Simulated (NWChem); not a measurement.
Species: Na2; SMILES [Na][Na]

```xyz
2

Na     0.0000     0.0000    -1.5625
Na     0.0000     0.0000     1.5625
```
Atoms are numbered in this order, from 1.

All runs use the structure optimised with PBE0/def2-SVP.

List the 6 lowest vertical singlet excitations from B3LYP/6-31G* (spherical d), full TDDFT (NWChem).


| state | energy (eV) | oscillator strength | leading excitation (squared amplitude) |
|---|---|---|---|
| S1 | 2.10 | 0.648 | HOMO → LUMO (1.04) |
| S2 | 2.76 | 0.629 | HOMO → LUMO+1 (1.00) |
| S3 | 2.76 | 0.629 | HOMO → LUMO+2 (1.00) |
| S4 | 3.01 | 0.000 | HOMO → LUMO+3 (0.98) |
| S5 | 3.22 | 0.000 | HOMO → LUMO+4 (0.97) |
| S6 | 3.22 | 0.000 | HOMO → LUMO+5 (0.97) |
